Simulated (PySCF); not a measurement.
```xyz
3

N     -0.0014     0.4395     0.0000
H      0.7995    -0.2172     0.0000
H     -0.7981    -0.2223     0.0000
```

Charge 0, multiplicity 2.

Question: Give the Mulliken and meta-Löwdin atomic charges from PBE-D3(BJ)/def2-TZVP // r2SCAN-D4/def2-SVP (PySCF).

Answer: 
```tsv
atom	Mulliken (e)	meta-Löwdin (e)
N1	-0.43	-0.43
H2	0.21	0.22
H3	0.21	0.22
```
